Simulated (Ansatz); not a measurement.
A nudged elastic band was laid between two geometries of AlH3O + H3P (9 atoms, charge 0, multiplicity 1).

All numbers below come from Ansatz 0.2.0, RKS B3LYP/6-31G*.

```
movable images  : 5
climbing image  : yes
spring          : 5.0 eV/Å²
optimiser       : quadratic models (default)
start path      : through a guess of the saddle point
force threshold : 0.05 eV/Å
iteration limit : 60
end points      : relaxed
```

First end point:

```xyz
9
Properties=species:S:1:pos:R:3
Al 0.187 -0.274 0.232
O -0.333 -0.851 1.764
H -1.279 -0.942 1.938
H 1.750 -0.202 0.015
H -0.891 0.087 -0.880
P 0.304 3.345 1.431
H 1.566 2.804 1.055
H -0.324 2.989 0.201
H -0.111 2.156 2.100
```

Last end point:

```xyz
9
Properties=species:S:1:pos:R:3
Al 0.374 0.486 0.235
O -0.397 -0.237 1.997
H -1.270 -0.647 1.875
H 1.768 -0.274 0.125
H -0.869 0.061 -0.681
P 0.380 2.724 1.055
H 1.689 3.119 0.671
H -0.287 3.362 -0.026
H -0.518 0.518 2.604
```

Question: What changes between the two ends?

Answer: Bonds broken: P6–H9. Bonds formed: Al1–P6, O2–H9. AlH3O + H3P becomes AlH6OP.

Question: What energy profile does the band end with?

Answer: It converged. The highest image is number 3 of 0 to 6, 1.06 eV above the first end and 0.91 eV above the last; the last end lies 0.15 eV above the first. A vibrational analysis at the climbing image gives one clearly imaginary mode, 1252i cm⁻¹: a first-order saddle point. The orbitals stay closed-shell, which can raise the energy where a bond breaks towards radicals; this wasn't checked here.

```csv
image,path coordinate (Å),energy (eV),P6–H9 (Å),Al1–P6 (Å),O2–H9 (Å)
0,0.00,0.00,1.43,3.81,3.03
1,0.59,0.03,1.43,3.50,2.51
2,1.17,0.28,1.45,3.08,1.92
3,1.76,1.06,1.73,2.69,1.28
4,2.25,0.54,2.07,2.47,1.02
5,2.73,0.21,2.42,2.39,0.98
6,3.22,0.15,2.84,2.38,0.98
```

Question: What is the geometry of the highest image?

Answer: 
```xyz
9
Properties=species:S:1:pos:R:3
Al 0.398 0.294 0.261
O -0.313 -0.197 1.909
H -1.216 -0.556 1.930
H 1.948 0.015 0.125
H -0.657 0.125 -0.914
P 0.021 2.700 1.408
H 1.418 2.772 1.163
H -0.405 2.877 0.063
H -0.325 1.083 1.912
```

Question: What are the harmonic wavenumbers there?

Answer: 1252i, 154, 236, 358, 389, 413, 462, 496, 566, 629, 721, 759, 788, 1092, 1263, 1480, 1930, 1964, 2412, 2440, 3753 cm⁻¹.

The band took 25 iterations and of the order of 6 core-minutes.

The run took 5.6 min on 1 thread of Arm Neoverse V1, with other jobs on the host, peak memory 0.12 GiB.
